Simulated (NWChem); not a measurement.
# One shape, several levels: HCl (hydrogen chloride)

We compute a comparison of 6 runs (B3LYP/6-31G*, CAM-B3LYP/def2-SVP, B3LYP/def2-TZVPPD, M06-L/def2-TZVPPD, PBE0/def2-TZVPPD, CR-CCSD(T)/def2-TZVPPD) of HCl (hydrogen chloride). 

The results are computed with NWChem 7.3.0.

1 further run of the same task is left out (set aside as unsound or not needed).

**1. The molecule**

HCl: 2 atoms, total charge 0, spin state singlet. As SMILES, `Cl`. The coordinates come from a PBE0-D4/def2-TZVP relaxation.

Bond lengths: Cl1–H2 1.279 Å.

**2. Energy and gradient at B3LYP/6-31G(d) (Cartesian functions) (run 1)**

File m1.nw:

```
start m1
memory stack 880 mb heap 220 mb global 1100 mb

geometry units angstroms noautosym nocenter noautoz
  Cl     0.546000    -0.178500     0.280800
  H     -0.546000     0.178500    -0.280800
end

basis cartesian
  * library 6-31G*
end

dft
  xc b3lyp
  grid xfine
  convergence energy 1e-08
  maxiter 100
  mulliken
  print medium
end

task dft gradient
```

Launch:

```sh
$ nwchem m1.nw > m1.out
```

What it wrote:

```text
[...]
          Wavefunction type:  closed shell.
          No. of atoms     :     2
          No. of electrons :    18
[...]
          Charge           :     0
          Spin multiplicity:     1
[...]
          AO basis - number of functions:    21
[...]
              XC Information
              --------------
                         B3LYP Method XC Potential
                     Hartree-Fock (Exact) Exchange  0.200
                        Slater Exchange Functional  0.800 local
                    Becke 1988 Exchange Functional  0.720 non-local
              Lee-Yang-Parr Correlation Functional  0.810
                  VWN I RPA Correlation Functional  0.190 local
[...]
 d= 0,ls=0.0,diis     1   -460.7749324013 -4.68D+02  2.63D-02  2.42D-01     0.3
[...]
 d= 0,ls=0.0,diis     7   -460.7956290831 -2.06D-09  1.80D-07  7.19D-12     1.2
         Total DFT energy =     -460.795629083113
      One electron energy =     -649.866270929359
           Coulomb energy =      210.643883645354
    Exchange-Corr. energy =      -28.608019258430
 Nuclear repulsion energy =        7.034777459321
[...]
      Total Density - Mulliken Population Analysis
     ---------------------------------------------
    Atom       Charge   Shell Charges
 -----------   ------   -------------------------------------------------------
    1 Cl  17    17.23   2.00  1.99  5.97  1.46  3.62  0.55  1.65 -0.02
    2 H    1     0.77   0.49  0.28
[...]
  wavefunction    = closed shell
                         DFT ENERGY GRADIENTS
    atom               coordinates                        gradient
                 x          y          z           x          y          z
   1 Cl      1.031790  -0.337316   0.530635   -0.005714   0.001868  -0.002939
   2 H      -1.031790   0.337316  -0.530635    0.005714  -0.001868   0.002939
[...]
```

Run time: 2 s. Hardware: 1 thread of AMD EPYC 7B13 (Zen 3), shared host; peak memory 0.11 GiB.

**3. Energy and forces at CAM-B3LYP/def2-SVP (run 2)**

File a.nw:

```
start a
title "ClH CAM-B3LYP"
memory stack 880 mb heap 220 mb global 1100 mb

geometry noautosym nocenter noautoz
Cl     0.546000    -0.178500     0.280800
H     -0.546000     0.178500    -0.280800
end

basis spherical bse
* library def2-SVP
end

dft
xc xcamb88 1.00 lyp 0.81 vwn_5 0.19 hfexch 1.00
cam 0.33 cam_alpha 0.19 cam_beta 0.46
grid xfine
convergence energy 1e-08
direct
maxiter 100
mulliken
noprint "final vectors analysis"
end

task dft gradient
```

Launch:

```sh
$ nwchem a.nw > a.out
```

What it wrote:

```text
[...]
          Wavefunction type:  closed shell.
          No. of atoms     :     2
          No. of electrons :    18
[...]
          Charge           :     0
          Spin multiplicity:     1
[...]
          AO basis - number of functions:    23
[...]
              XC Information
              --------------
                     Hartree-Fock (Exact) Exchange  1.000
                   CAM-Becke88 Exchange Functional  1.000
                      VWN V Correlation Functional  0.190 local
              Lee-Yang-Parr Correlation Functional  0.810
[...]
 d= 0,ls=0.0,diis     1   -460.6477030645 -4.68D+02  1.60D-02  1.62D-01     0.3
[...]
 d= 0,ls=0.0,diis     7   -460.6653567404 -6.69D-10  2.27D-07  1.75D-11     1.1
         Total DFT energy =     -460.665356740352
      One electron energy =     -649.954095812099
           Coulomb energy =      210.881140386835
    Exchange-Corr. energy =      -28.627178774410
 Nuclear repulsion energy =        7.034777459321
[...]
      Total Density - Mulliken Population Analysis
     ---------------------------------------------
    Atom       Charge   Shell Charges
 -----------   ------   -------------------------------------------------------
    1 Cl  17    17.13   2.00  1.98  1.24  0.70  5.93  2.17  3.09  0.02
    2 H    1     0.87   0.68  0.14  0.05
[...]
  wavefunction    = closed shell
[...]
                         DFT ENERGY GRADIENTS
    atom               coordinates                        gradient
                 x          y          z           x          y          z
   1 Cl      1.031790  -0.337316   0.530635   -0.004004   0.001309  -0.002059
   2 H      -1.031790   0.337316  -0.530635    0.004004  -0.001309   0.002059
[...]
```

It took 1.9 s on 1 thread of AMD EPYC 7B13 (Zen 3), shared host; peak memory 0.11 GiB.

Runs 3 to 5 aren't shown in full; the table further down has their settings and results.

**4. A single-point energy at CR-CCSD(T)/def2-TZVPPD (run 6)**

File clh.nw:

```
start clh
title "ClH energy"
memory total 2200 mb
charge 0
geometry units angstrom noautosym nocenter noautoz
 Cl    0.546000   -0.178500    0.280800
 H    -0.546000    0.178500   -0.280800
end
basis spherical bse
 Cl library def2-TZVPPD
 H library def2-TZVPPD
end
scf
 thresh 1e-08
 maxiter 80
 print medium
end
tce
 scf
 cr-ccsd(t)
 freeze core 5
 maxiter 60
end
task tce energy
```

Launch:

```sh
$ nwchem clh.nw > clh.out
```

What it wrote:

```text
[...]
  functions       =    68
[...]
  wavefunction    = RHF
[...]
         Total SCF energy =   -460.099919734431
      One-electron energy =   -649.780104696500
      Two-electron energy =    182.645407502747
 Nuclear repulsion energy =      7.034777459321
        Time for solution =      3.2s
[...]
         Wavefunction type : Restricted Hartree-Fock
          No. of electrons :    18
[...]
         Spin multiplicity : singlet
[...]
 CCSD total energy / hartree       =      -460.325467765973201
[...]
 CR-CCSD[T] total energy / hartree       =      -460.332612267622892
[...]
 CR-CCSD(T) total energy / hartree       =      -460.332551898309418
[...]
```

Run time: 18 s. Hardware: 1 thread of AMD EPYC 7B13 (Zen 3), shared host; peak memory 0.58 GiB.

**5. The series**

```tsv
run	level	Cartesian functions	task	energy (Eh)	dipole moment (D)	HOMO energy (eV)	LUMO energy (eV)	wall time
1	B3LYP/6-31G* (Cartesian functions)	yes	gradient	-460.795629	1.46	-9.03	0.38	2 s
2	CAM-B3LYP/def2-SVP	no	gradient	-460.665357	1.33	–	–	1.9 s
3	B3LYP/def2-TZVPPD	no	gradient	-460.837757	1.09	-9.23	-0.47	7.2 s
4	M06-L/def2-TZVPPD	no	gradient	-460.811824	1.11	-8.27	-0.41	11 s
5	PBE0/def2-TZVPPD	no	gradient	-460.666707	1.12	-9.50	-0.11	8.1 s
6	CR-CCSD(T)/def2-TZVPPD	no	energy	-460.332552	–	-12.98	1.90	18 s
```

**6. Outcome**

```
                                          quantity          value
                               run 6: total energy  -460.33255 Eh
        run 6: HOMO energy (Hartree–Fock orbitals)      -12.98 eV
        run 6: LUMO energy (Hartree–Fock orbitals)        1.90 eV
      run 6: HOMO–LUMO gap (Hartree–Fock orbitals)       14.88 eV
run 6: correlation energy (5 core orbitals frozen)     -232.6 mEh
```

In words: Over runs 1, 2, 3, 4, 5 the dipole moment (its size) runs from 1.09 D (B3LYP/def2-TZVPPD) to 1.46 D (B3LYP/6-31G*). Over runs 1, 3, 4, 5 the HOMO–LUMO gap runs from 7.86 eV (M06-L/def2-TZVPPD) to 9.40 eV (B3LYP/6-31G*). The two ends differ in method and basis. Totals of different functionals can't be ranked against each other. All runs together took 47 s, the longest 18 s.
